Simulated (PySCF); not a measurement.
**How exact exchange moves a shielding**

Molecule: SMILES C[C@@H]1CC=NC1, C5H9N.

Molfile (atoms numbered from 1):
```
C5H9N
     RDKit          3D

 15 15  0  0  0  0  0  0  0  0999 V2000
    1.5592   -0.1213   -0.7620 C   0  0  0  0  0  0  0  0  0  0  0  0
    0.5005    0.1296    0.3040 C   0  0  2  0  0  0  0  0  0  0  0  0
   -0.5783   -0.9673    0.3058 C   0  0  0  0  0  0  0  0  0  0  0  0
   -1.6770   -0.3046   -0.4813 C   0  0  0  0  0  0  0  0  0  0  0  0
   -1.5627    0.9475   -0.6582 N   0  0  0  0  0  0  0  0  0  0  0  0
   -0.3358    1.3909   -0.0109 C   0  0  0  0  0  0  0  0  0  0  0  0
    1.0964   -0.2010   -1.7596 H   0  0  0  0  0  0  0  0  0  0  0  0
    2.1108   -1.0549   -0.5706 H   0  0  0  0  0  0  0  0  0  0  0  0
    2.2909    0.7008   -0.7986 H   0  0  0  0  0  0  0  0  0  0  0  0
    0.9882    0.2133    1.2875 H   0  0  0  0  0  0  0  0  0  0  0  0
   -0.2424   -1.9187   -0.1386 H   0  0  0  0  0  0  0  0  0  0  0  0
   -0.9435   -1.2058    1.3214 H   0  0  0  0  0  0  0  0  0  0  0  0
   -2.5521   -0.8475   -0.8652 H   0  0  0  0  0  0  0  0  0  0  0  0
    0.1982    2.1062   -0.6585 H   0  0  0  0  0  0  0  0  0  0  0  0
   -0.6135    1.9486    0.9017 H   0  0  0  0  0  0  0  0  0  0  0  0
  1  2  1  0
  2  3  1  0
  3  4  1  0
  4  5  2  0
  5  6  1  0
  6  2  1  0
  1  7  1  0
  1  8  1  0
  1  9  1  0
  2 10  1  1
  3 11  1  0
  3 12  1  0
  4 13  1  0
  6 14  1  0
  6 15  1  0
M  END
```

GIAO shieldings (ppm, equivalent atoms averaged) in PySCF 2.14 on the PBE0-D3(BJ)/def2-SVP geometry, basis pcSseg-1, gas phase, non-relativistic:

| functional | exact exchange (%) | σ(C6) | σ(C3) | σ(C2) |
| --- | --- | --- | --- | --- |
| BLYP | 0 | 100.5 | 126.0 | 141.3 |
| BP86 | 0 | 105.8 | 130.8 | 146.8 |
| PBE | 0 | 106.2 | 131.1 | 147.2 |
| PBE0 | 25 | 113.3 | 137.5 | 153.5 |
| mPW1PW91 | 25 | 112.5 | 136.7 | 152.6 |
| BHandHLYP | 50 | 114.8 | 138.8 | 154.1 |
| HF | 100 | 127.9 | 150.3 | 164.8 |

(1) Fit each shielding as a line in the percentage of exact exchange.

(2) What does the line predict for B3LYP (20 %), and what does the run give?

Answers

(1) σ(C6) = 105.0 + 0.23 x (rms 2.2 ppm); σ(C3) = 130.0 + 0.21 x (rms 2.0 ppm); σ(C2) = 146.0 + 0.19 x (rms 2.3 ppm). The functionals also differ in their semilocal parts, which the line can't hold; Hartree–Fock has no correlation at all.

(2) σ(C6): 109.6 predicted, 106.6 computed; σ(C3): 134.2 predicted, 131.5 computed; σ(C2): 149.8 predicted, 146.9 computed ppm.
